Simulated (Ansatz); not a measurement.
Geometry optimisation, UKS PBE-D4/STO-3G in Ansatz.

The input (input.yaml):

```yaml
crystal:
  periodic: [false, false, false]
  atoms:
    - { symbol: Si, position_ang: [-0.2187, 0.149, 0.5093] }
    - { symbol: F, position_ang: [0.35, 0.3182, -1.4012] }
    - { symbol: O, position_ang: [0.3595, -1.2711, 0.2129] }
    - { symbol: H, position_ang: [0.5753, -0.7734, -0.9413] }
    - { symbol: H, position_ang: [-1.6411, 0.4138, 0.4492] }
    - { symbol: H, position_ang: [0.575, 1.1635, 1.1711] }
magnetization:
  spin_polarized: true
basis:
  gaussian: { orbitals: STO-3G }
hamiltonian:
  xc: pbe
  dispersion: d4
relax:
  f_tol: 0.15
  max_steps: 25
  restrain:
    - { distance: [3, 1], at: 0.88, k: 30.0 }
    - { distance: [0, 1], at: 2.98, k: 30.0 }
    - { distance: [3, 2], at: 2.27, k: 30.0 }
```

Run as:

```bash
$ ansatz run input.yaml --threads 1 --pin off --max-ram 2048MiB --backend cpu --events-out ev --progress --plain --runs-dir out
```

Q: Where does it end, and by what steps?

A: It converged. The restraints hold the end off the free minimum. Limits of this set-up: minimal basis. After 7 steps the energy has risen by 1.497 eV (the restraints' own energy left out); H4 moved furthest, 0.72 Å. Joined: F2–H4 (1.21 → 0.96 Å).

```tsv
step	energy less start (eV)	largest force component (eV/Å)	accepted
0	0.0000	4.156	yes
1	0.8389	2.205	yes
2	1.4404	3.774	yes
3	1.6027	2.212	yes
4	1.5472	1.984	yes
5	1.4687	0.720	yes
6	1.5085	2.541	yes
7	1.4972	2.305	yes
```

```xyz
6
Properties=species:S:1:pos:R:3
Si -0.328 0.121 0.869
F 0.586 0.169 -1.951
O 0.271 -1.297 0.503
H 0.781 -0.717 -1.627
H -1.747 0.492 0.751
H 0.437 1.232 1.456
```

Run time: 11 s on 1 thread of Arm Neoverse V1 (shared host), peak memory 0.12 GiB.
